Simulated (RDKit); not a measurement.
A run for RDKit: MMFF94 on N2O (SMILES N#[N+][O-]).

```python
from rdkit import Chem
from rdkit.Chem import AllChem, rdDetermineBonds

blocks = [
'''3

N     0.00000000    0.00000000    0.00000000
N     1.12056262    0.00000000    0.00000000
O     2.30761092    0.00000000    0.00000000
''',
]
mol = None
for b in blocks:
    f = Chem.MolFromXYZBlock(b)
    rdDetermineBonds.DetermineBonds(f, charge=0)
    mol = f if mol is None else Chem.CombineMols(mol, f)
Chem.SanitizeMol(mol)
print(Chem.MolToSmiles(Chem.RemoveHs(mol)))
ff = AllChem.MMFFGetMoleculeForceField(mol, AllChem.MMFFGetMoleculeProperties(mol), nonBondedThresh=100.0, ignoreInterfragInteractions=False)
e = ff.CalcEnergy()
print(f'MMFF94 energy {e:.6f} kcal/mol')
```

It printed:

```
N#[N+][O-]
MMFF94 energy 26.961727 kcal/mol
```

The run finished.

Cost: roughly 0.03 core-seconds.
